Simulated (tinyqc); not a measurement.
UKS/BLYP in the sto-6g basis, for BH2, spin multiplicity 2, step by step (part 2 of 3). Computed by tinyqc, a small Python program that keeps every step (integrals from PySCF). Command: `OMP_NUM_THREADS=1 python tinyqc.py 27474 27475 out.jsonl` (the two numbers bound the seeds that draw the settings). One thread of a shared host (Intel(R) Xeon(R) Processor @ 2.60GHz), about 3 s of CPU time with the checks.

Geometry (angstrom):
```
atom         x          y         z
B     0.000000   0.000000  0.000000
H     0.000000   1.476000  0.592000
H     0.000000  -1.476000  0.592000
```

## Iteration 1: diagonalisation and new density

F(alpha) (hartree):
```
             1B 1s      1B 2s     1B 2px     1B 2py     1B 2pz      2H 1s      3H 1s
1B 1s   -10.091639  -2.481551   0.000000   0.000000  -0.026525  -0.263869  -0.263869
1B 2s    -2.481551  -1.566015   0.000000   0.000000  -0.055137  -0.309438  -0.309438
1B 2px    0.000000   0.000000  -0.864383   0.000000   0.000000   0.000000   0.000000
1B 2py    0.000000   0.000000   0.000000  -0.777239   0.000000  -0.202653   0.202653
1B 2pz   -0.026525  -0.055137   0.000000   0.000000  -0.801753  -0.089073  -0.089073
2H 1s    -0.263869  -0.309438   0.000000  -0.202653  -0.089073   0.005086  -0.031466
3H 1s    -0.263869  -0.309438   0.000000   0.202653  -0.089073  -0.031466   0.005086
```

F(beta) (hartree):
```
             1B 1s      1B 2s     1B 2px     1B 2py     1B 2pz      2H 1s      3H 1s
1B 1s   -10.176772  -2.474125   0.000000   0.000000  -0.019799  -0.263574  -0.263574
1B 2s    -2.474125  -1.503702   0.000000   0.000000  -0.049480  -0.303902  -0.303902
1B 2px    0.000000   0.000000  -0.716066   0.000000   0.000000   0.000000   0.000000
1B 2py    0.000000   0.000000   0.000000  -0.757392   0.000000  -0.202531   0.202531
1B 2pz   -0.019799  -0.049480   0.000000   0.000000  -0.783504  -0.088390  -0.088390
2H 1s    -0.263574  -0.303902   0.000000  -0.202531  -0.088390   0.004055  -0.030966
3H 1s    -0.263574  -0.303902   0.000000   0.202531  -0.088390  -0.030966   0.004055
```

X:
```
            1B 1s      1B 2s    1B 2px     1B 2py     1B 2pz      2H 1s      3H 1s
1B 1s    1.029344  -0.149241  0.000000   0.000000  -0.004418   0.019120   0.019120
1B 2s   -0.149241   1.107744  0.000000   0.000000   0.033366  -0.171015  -0.171015
1B 2px   0.000000   0.000000  1.000000   0.000000   0.000000   0.000000   0.000000
1B 2py   0.000000   0.000000  0.000000   1.089989   0.000000  -0.185285   0.185285
1B 2pz  -0.004418   0.033366  0.000000   0.000000   1.013919  -0.071705  -0.071705
2H 1s    0.019120  -0.171015  0.000000  -0.185285  -0.071705   1.090426  -0.013438
3H 1s    0.019120  -0.171015  0.000000   0.185285  -0.071705  -0.013438   1.090426
```

D(alpha) at the start:
```
            1B 1s      1B 2s    1B 2px     1B 2py     1B 2pz      2H 1s      3H 1s
1B 1s    0.008988  -0.045728  0.000000   0.000000   0.066741   0.040421   0.040421
1B 2s   -0.045728   0.250835  0.000000   0.000000  -0.251183  -0.293653  -0.293653
1B 2px   0.000000   0.000000  1.000000   0.000000   0.000000   0.000000   0.000000
1B 2py   0.000000   0.000000  0.000000   0.142111   0.000000  -0.300027   0.300027
1B 2pz   0.066741  -0.251183  0.000000   0.000000   0.925480  -0.127788  -0.127788
2H 1s    0.040421  -0.293653  0.000000  -0.300027  -0.127788   1.241252  -0.025587
3H 1s    0.040421  -0.293653  0.000000   0.300027  -0.127788  -0.025587   1.241252
```

D(beta) at the start:
```
            1B 1s      1B 2s    1B 2px     1B 2py     1B 2pz      2H 1s      3H 1s
1B 1s    0.008988  -0.045728  0.000000   0.000000   0.066741   0.040421   0.040421
1B 2s   -0.045728   0.250835  0.000000   0.000000  -0.251183  -0.293653  -0.293653
1B 2px   0.000000   0.000000  0.000000   0.000000   0.000000   0.000000   0.000000
1B 2py   0.000000   0.000000  0.000000   0.142111   0.000000  -0.300027   0.300027
1B 2pz   0.066741  -0.251183  0.000000   0.000000   0.925480  -0.127788  -0.127788
2H 1s    0.040421  -0.293653  0.000000  -0.300027  -0.127788   1.241252  -0.025587
3H 1s    0.040421  -0.293653  0.000000   0.300027  -0.127788  -0.025587   1.241252
```

overlap S:
```
           1B 1s     1B 2s    1B 2px     1B 2py    1B 2pz     2H 1s      3H 1s
1B 1s   1.000000  0.264891  0.000000   0.000000  0.000000  0.027856   0.027856
1B 2s   0.264891  1.000000  0.000000   0.000000  0.000000  0.293926   0.293926
1B 2px  0.000000  0.000000  1.000000   0.000000  0.000000  0.000000   0.000000
1B 2py  0.000000  0.000000  0.000000   1.000000  0.000000  0.315799  -0.315799
1B 2pz  0.000000  0.000000  0.000000   0.000000  1.000000  0.126662   0.126662
2H 1s   0.027856  0.293926  0.000000   0.315799  0.126662  1.000000   0.023647
3H 1s   0.027856  0.293926  0.000000  -0.315799  0.126662  0.023647   1.000000
```

Diagonalise F' = X^T F X, C = X C', fill 4 alpha and 3 beta electrons from the bottom; D(s) = C_occ C_occ^T; the new density keeps 0.2 of the old one (damping). Each column has its largest component positive (the first on a tie).

F' = X^T F X (alpha) (hartree):
```
           1          2          3          4          5          6          7
1  -9.982111  -1.010521   0.000000   0.000000  -0.020380  -0.034421  -0.034421
2  -1.010521  -1.122589   0.000000   0.000000  -0.047817  -0.127776  -0.127776
3   0.000000   0.000000  -0.864383   0.000000   0.000000   0.000000   0.000000
4   0.000000   0.000000   0.000000  -0.757200   0.000000  -0.108251   0.108251
5  -0.020380  -0.047817   0.000000   0.000000  -0.800670  -0.039084  -0.039084
6  -0.034421  -0.127776   0.000000  -0.108251  -0.039084   0.141397  -0.015570
7  -0.034421  -0.127776   0.000000   0.108251  -0.039084  -0.015570   0.141397
```

orbital energies (alpha) (hartree): MO1 -10.096443, MO2 -1.046374, MO3 -0.864383, MO4 -0.791517, MO5 -0.782156, MO6 0.154791, MO7 0.181923

coefficients C (alpha):
```
              MO1        MO2       MO3        MO4        MO5        MO6        MO7
1B 1s    1.006283  -0.252883  0.000000   0.050540   0.000000   0.058854   0.000000
1B 2s   -0.025714   1.048622  0.000000  -0.214212   0.000000  -0.403506   0.000000
1B 2px   0.000000   0.000000  1.000000   0.000000   0.000000   0.000000   0.000000
1B 2py   0.000000   0.000000  0.000000   0.000000   1.033630   0.000000  -0.433988
1B 2pz   0.001500   0.231881  0.000000   0.980501   0.000000  -0.155868   0.000000
2H 1s    0.004760  -0.064573  0.000000  -0.019381  -0.057289   0.781113   0.800191
3H 1s    0.004760  -0.064573  0.000000  -0.019381   0.057289   0.781113  -0.800191
```

F' = X^T F X (beta) (hartree):
```
            1          2          3          4          5          6          7
1  -10.073302  -0.998517   0.000000   0.000000  -0.013851  -0.036877  -0.036877
2   -0.998517  -1.054316   0.000000   0.000000  -0.040874  -0.132421  -0.132421
3    0.000000   0.000000  -0.716066   0.000000   0.000000   0.000000   0.000000
4    0.000000   0.000000   0.000000  -0.733823   0.000000  -0.111791   0.111791
5   -0.013851  -0.040874   0.000000   0.000000  -0.781778  -0.040485  -0.040485
6   -0.036877  -0.132421   0.000000  -0.111791  -0.040485   0.140612  -0.015753
7   -0.036877  -0.132421   0.000000   0.111791  -0.040485  -0.015753   0.140612
```

orbital energies (beta) (hartree): MO1 -10.183071, MO2 -0.986034, MO3 -0.773080, MO4 -0.761067, MO5 -0.716066, MO6 0.157648, MO7 0.183608

coefficients C (beta):
```
              MO1        MO2        MO3        MO4       MO5        MO6        MO7
1B 1s    1.007128  -0.247775   0.055534   0.000000  0.000000   0.061555   0.000000
1B 2s   -0.029369   1.038333  -0.234767   0.000000  0.000000  -0.418163   0.000000
1B 2px   0.000000   0.000000   0.000000   0.000000  1.000000   0.000000   0.000000
1B 2py   0.000000   0.000000   0.000000   1.029658  0.000000   0.000000  -0.443332
1B 2pz   0.000538   0.248886   0.975759   0.000000  0.000000  -0.159367   0.000000
2H 1s    0.005588  -0.053912  -0.018127  -0.050039  0.000000   0.781945   0.800677
3H 1s    0.005588  -0.053912  -0.018127   0.050039  0.000000   0.781945  -0.800677
```

D(alpha) after iteration 1:
```
            1B 1s      1B 2s    1B 2px     1B 2py     1B 2pz      2H 1s      3H 1s
1B 1s    0.865085  -0.250650  0.000000   0.000000   0.007289   0.024197   0.024197
1B 2s   -0.250650   0.967093  0.000000   0.000000  -0.023771  -0.109678  -0.109678
1B 2px   0.000000   0.000000  1.000000   0.000000   0.000000   0.000000   0.000000
1B 2py   0.000000   0.000000  0.000000   0.028422   0.000000  -0.060005   0.060005
1B 2pz   0.007289  -0.023771  0.000000   0.000000   0.997218  -0.052733  -0.052733
2H 1s    0.024197  -0.109678  0.000000  -0.060005  -0.052733   0.251905  -0.001463
3H 1s    0.024197  -0.109678  0.000000   0.060005  -0.052733  -0.001463   0.251905
```

D(beta) after iteration 1:
```
            1B 1s      1B 2s    1B 2px     1B 2py     1B 2pz      2H 1s      3H 1s
1B 1s    0.864825  -0.249056  0.000000   0.000000   0.007798   0.022468   0.022468
1B 2s   -0.249056   0.957458  0.000000   0.000000  -0.026769  -0.100241  -0.100241
1B 2px   0.000000   0.000000  0.000000   0.000000   0.000000   0.000000   0.000000
1B 2py   0.000000   0.000000  0.000000   0.028422   0.000000  -0.060005   0.060005
1B 2pz   0.007798  -0.026769  0.000000   0.000000   0.996336  -0.050440  -0.050440
2H 1s    0.022468  -0.100241  0.000000  -0.060005  -0.050440   0.250863  -0.002504
3H 1s    0.022468  -0.100241  0.000000   0.060005  -0.050440  -0.002504   0.250863
```

## Iteration 2: exchange-correlation on the grid

Becke grid with 10 radial and 86 angular points per atom, points of zero weight dropped. rho = sum D_ij phi_i phi_j; V_xc,ij = sum w v_xc phi_i phi_j plus the gradient terms; v_xc is d(rho eps)/d rho(s) for spin s at fixed gradient.

The 16 grid points with the largest w rho, of 2570 (bohr, atomic units):
```
x                  y          z         w  rho(alpha)  rho(beta)     eps_xc  v_xc(alpha)
0.000000    0.000000  -1.719892  0.396890    0.055126   0.055114  -0.413465    -0.493042
-0.643658   0.000000  -1.594909  0.406114    0.055041   0.049283  -0.407451    -0.489882
0.643658    0.000000  -1.594909  0.406114    0.055041   0.049283  -0.407451    -0.489882
0.000000    0.000000   1.719892  0.395224    0.051044   0.050875  -0.404637    -0.480428
0.000000    0.643658  -1.594909  0.406069    0.049396   0.049384  -0.401237    -0.475255
0.000000   -0.643658  -1.594909  0.406069    0.049396   0.049384  -0.401237    -0.475255
0.643658    0.000000   1.594909  0.404748    0.051303   0.045395  -0.399099    -0.478118
-0.643658   0.000000   1.594909  0.404748    0.051303   0.045395  -0.399099    -0.478118
-0.635677   0.635677  -1.466239  0.381933    0.049438   0.043821  -0.395247    -0.472219
-0.635677  -0.635677  -1.466239  0.381933    0.049438   0.043821  -0.395247    -0.472219
0.635677   -0.635677  -1.466239  0.381933    0.049438   0.043821  -0.395247    -0.472219
0.635677    0.635677  -1.466239  0.381933    0.049438   0.043821  -0.395247    -0.472219
-1.194214   0.325169  -1.194214  0.408306    0.053305   0.033508  -0.390180    -0.476053
-1.194214  -0.325169  -1.194214  0.408306    0.053305   0.033508  -0.390180    -0.476053
1.194214   -0.325169  -1.194214  0.408306    0.053305   0.033508  -0.390180    -0.476053
1.194214    0.325169  -1.194214  0.408306    0.053305   0.033508  -0.390180    -0.476053
```

electrons on the grid, sum of w rho = 6.999131

E_xc = sum of w rho eps_xc = -4.37354518 hartree

V_xc(alpha) (hartree):
```
            1B 1s      1B 2s     1B 2px     1B 2py     1B 2pz      2H 1s      3H 1s
1B 1s   -1.824899  -0.262911   0.000000   0.000000   0.000618  -0.029278  -0.029278
1B 2s   -0.262911  -0.498578   0.000000   0.000000   0.003083  -0.108540  -0.108540
1B 2px   0.000000   0.000000  -0.520996   0.000000   0.000000   0.000000   0.000000
1B 2py   0.000000   0.000000   0.000000  -0.443484   0.000000  -0.104695   0.104695
1B 2pz   0.000618   0.003083   0.000000   0.000000  -0.528045  -0.046101  -0.046101
2H 1s   -0.029278  -0.108540   0.000000  -0.104695  -0.046101  -0.350921  -0.008540
3H 1s   -0.029278  -0.108540   0.000000   0.104695  -0.046101  -0.008540  -0.350921
```

V_xc(beta) (hartree):
```
            1B 1s      1B 2s     1B 2px     1B 2py     1B 2pz      2H 1s      3H 1s
1B 1s   -1.814168  -0.254602   0.000000   0.000000   0.000663  -0.028538  -0.028538
1B 2s   -0.254602  -0.454067   0.000000   0.000000   0.003650  -0.103346  -0.103346
1B 2px   0.000000   0.000000  -0.425485   0.000000   0.000000   0.000000   0.000000
1B 2py   0.000000   0.000000   0.000000  -0.421535   0.000000  -0.102529   0.102529
1B 2pz   0.000663   0.003650   0.000000   0.000000  -0.512343  -0.045424  -0.045424
2H 1s   -0.028538  -0.103346   0.000000  -0.102529  -0.045424  -0.350806  -0.008112
3H 1s   -0.028538  -0.103346   0.000000   0.102529  -0.045424  -0.008112  -0.350806
```

## Iteration 2: building the Kohn-Sham matrix

core Hamiltonian H = T + V (hartree):
```
             1B 1s      1B 2s     1B 2px     1B 2py     1B 2pz      2H 1s      3H 1s
1B 1s   -13.109985  -3.254357   0.000000   0.000000  -0.008144  -0.344963  -0.344963
1B 2s    -3.254357  -4.036419   0.000000   0.000000  -0.076185  -1.011053  -1.011053
1B 2px    0.000000   0.000000  -3.241736   0.000000   0.000000   0.000000   0.000000
1B 2py    0.000000   0.000000   0.000000  -3.355388   0.000000  -0.963440   0.963440
1B 2pz   -0.008144  -0.076185   0.000000   0.000000  -3.260019  -0.394116  -0.394116
2H 1s    -0.344963  -1.011053   0.000000  -0.963440  -0.394116  -2.309512  -0.086091
3H 1s    -0.344963  -1.011053   0.000000   0.963440  -0.394116  -0.086091  -2.309512
```

nuclear repulsion = 3.50680057 hartree

Given earlier and not repeated: Two-electron integrals (ij|kl) in chemists' order.

J_ij = sum D_kl (ij|kl) with D = D(alpha) + D(beta); F = H + J + V_xc; E = tr D H + tr D J / 2 + E_xc + E_nn.

Coulomb J (hartree):
```
            1B 1s     1B 2s    1B 2px     1B 2py     1B 2pz     2H 1s      3H 1s
1B 1s    8.400457  1.704883  0.000000   0.000000  -0.002290  0.180927   0.180927
1B 2s    1.704883  3.945401  0.000000   0.000000   0.000690  0.914041   0.914041
1B 2px   0.000000  0.000000  3.934572   0.000000   0.000000  0.000000   0.000000
1B 2py   0.000000  0.000000  0.000000   3.900844   0.000000  0.911314  -0.911314
1B 2pz  -0.002290  0.000690  0.000000   0.000000   4.000777  0.372105   0.372105
2H 1s    0.180927  0.914041  0.000000   0.911314   0.372105  2.357520   0.072406
3H 1s    0.180927  0.914041  0.000000  -0.911314   0.372105  0.072406   2.357520
```

F(alpha) (hartree):
```
            1B 1s      1B 2s    1B 2px     1B 2py     1B 2pz      2H 1s      3H 1s
1B 1s   -6.534427  -1.812385  0.000000   0.000000  -0.009817  -0.193315  -0.193315
1B 2s   -1.812385  -0.589597  0.000000   0.000000  -0.072411  -0.205552  -0.205552
1B 2px   0.000000   0.000000  0.171841   0.000000   0.000000   0.000000   0.000000
1B 2py   0.000000   0.000000  0.000000   0.101972   0.000000  -0.156821   0.156821
1B 2pz  -0.009817  -0.072411  0.000000   0.000000   0.212713  -0.068111  -0.068111
2H 1s   -0.193315  -0.205552  0.000000  -0.156821  -0.068111  -0.302913  -0.022225
3H 1s   -0.193315  -0.205552  0.000000   0.156821  -0.068111  -0.022225  -0.302913
```

F(beta) (hartree):
```
            1B 1s      1B 2s    1B 2px     1B 2py     1B 2pz      2H 1s      3H 1s
1B 1s   -6.523697  -1.804075  0.000000   0.000000  -0.009772  -0.192575  -0.192575
1B 2s   -1.804075  -0.545085  0.000000   0.000000  -0.071845  -0.200358  -0.200358
1B 2px   0.000000   0.000000  0.267351   0.000000   0.000000   0.000000   0.000000
1B 2py   0.000000   0.000000  0.000000   0.123920   0.000000  -0.154655   0.154655
1B 2pz  -0.009772  -0.071845  0.000000   0.000000   0.228415  -0.067434  -0.067434
2H 1s   -0.192575  -0.200358  0.000000  -0.154655  -0.067434  -0.302798  -0.021797
3H 1s   -0.192575  -0.200358  0.000000   0.154655  -0.067434  -0.021797  -0.302798
```

total energy of this density = -22.09840560 hartree

This density is a damped mixture and is not idempotent.

## Iteration 2: diagonalisation and new density

As before.

F' = X^T F X (alpha) (hartree):
```
           1          2         3          4          5          6          7
1  -6.392930  -0.953403  0.000000   0.000000  -0.008908  -0.005726  -0.005726
2  -0.953403  -0.156240  0.000000   0.000000  -0.034391  -0.117908  -0.117908
3   0.000000   0.000000  0.171841   0.000000   0.000000   0.000000   0.000000
4   0.000000   0.000000  0.000000   0.228564   0.000000  -0.162640   0.162640
5  -0.008908  -0.034391  0.000000   0.000000   0.231801  -0.062484  -0.062484
6  -0.005726  -0.117908  0.000000  -0.162640  -0.062484  -0.222085  -0.015363
7  -0.005726  -0.117908  0.000000   0.162640  -0.062484  -0.015363  -0.222085
```

orbital energies (alpha) (hartree): MO1 -6.535622, MO2 -0.339014, MO3 -0.305736, MO4 0.071880, MO5 0.171841, MO6 0.247938, MO7 0.327578

coefficients C (alpha):
```
              MO1        MO2        MO3        MO4       MO5        MO6        MO7
1B 1s    0.996051  -0.118876   0.000000  -0.276202  0.000000  -0.006088   0.000000
1B 2s    0.015105   0.304022   0.000000   1.101258  0.000000   0.059556   0.000000
1B 2px   0.000000   0.000000   0.000000   0.000000  1.000000   0.000000   0.000000
1B 2py   0.000000   0.000000   0.190305   0.000000  0.000000   0.000000   1.104772
1B 2pz   0.002190   0.090361   0.000000   0.007258  0.000000   1.015492   0.000000
2H 1s   -0.002571   0.576201   0.643678  -0.492192  0.000000  -0.201092  -0.478817
3H 1s   -0.002571   0.576201  -0.643678  -0.492192  0.000000  -0.201092   0.478817
```

F' = X^T F X (beta) (hartree):
```
           1          2         3          4          5          6          7
1  -6.383123  -0.952538  0.000000   0.000000  -0.008963  -0.005899  -0.005899
2  -0.952538  -0.107914  0.000000   0.000000  -0.032751  -0.119751  -0.119751
3   0.000000   0.000000  0.267351   0.000000   0.000000   0.000000   0.000000
4   0.000000   0.000000  0.000000   0.252869   0.000000  -0.164254   0.164254
5  -0.008963  -0.032751  0.000000   0.000000   0.247788  -0.062954  -0.062954
6  -0.005899  -0.119751  0.000000  -0.164254  -0.062954  -0.222735  -0.015366
7  -0.005899  -0.119751  0.000000   0.164254  -0.062954  -0.015366  -0.222735
```

orbital energies (beta) (hartree): MO1 -6.524730, MO2 -0.332001, MO3 -0.304226, MO4 0.111771, MO5 0.263610, MO6 0.267351, MO7 0.349726

coefficients C (beta):
```
              MO1        MO2        MO3        MO4        MO5       MO6        MO7
1B 1s    0.996347  -0.107155   0.000000  -0.279872  -0.007475  0.000000   0.000000
1B 2s    0.013986   0.258639   0.000000   1.112534   0.064434  0.000000   0.000000
1B 2px   0.000000   0.000000   0.000000   0.000000   0.000000  1.000000   0.000000
1B 2py   0.000000   0.000000   0.177633   0.000000   0.000000  0.000000   1.106880
1B 2pz   0.002116   0.085339   0.000000   0.007563   1.015925  0.000000   0.000000
2H 1s   -0.002336   0.596686   0.649123  -0.467653  -0.199914  0.000000  -0.471410
3H 1s   -0.002336   0.596686  -0.649123  -0.467653  -0.199914  0.000000   0.471410
```

D(alpha) after iteration 2:
```
            1B 1s      1B 2s    1B 2px     1B 2py     1B 2pz      2H 1s      3H 1s
1B 1s    1.039046  -0.310342  0.000000   0.000000  -0.006994   0.056749   0.056749
1B 2s   -0.310342   1.237760  0.000000   0.000000   0.023644  -0.315449  -0.315449
1B 2px   0.000000   0.000000  0.200000   0.000000   0.000000   0.000000   0.000000
1B 2py   0.000000   0.000000  0.000000   0.034657   0.000000   0.085995  -0.085995
1B 2pz  -0.006994   0.023644  0.000000   0.000000   0.206022   0.028244   0.028244
2H 1s    0.056749  -0.315449  0.000000   0.085995   0.028244   0.841252   0.127663
3H 1s    0.056749  -0.315449  0.000000  -0.085995   0.028244   0.127663   0.841252
```

D(beta) after iteration 2:
```
            1B 1s      1B 2s    1B 2px     1B 2py     1B 2pz      2H 1s      3H 1s
1B 1s    0.976316  -0.060835  0.000000   0.000000  -0.004070  -0.048519  -0.048519
1B 2s   -0.060835   0.245163  0.000000   0.000000   0.012327   0.103387   0.103387
1B 2px   0.000000   0.000000  0.000000   0.000000   0.000000   0.000000   0.000000
1B 2py   0.000000   0.000000  0.000000   0.030927   0.000000   0.080243  -0.080243
1B 2pz  -0.004070   0.012327  0.000000   0.000000   0.205097   0.030644   0.030644
2H 1s   -0.048519   0.103387  0.000000   0.080243   0.030644   0.672093  -0.052757
3H 1s   -0.048519   0.103387  0.000000  -0.080243   0.030644  -0.052757   0.672093
```
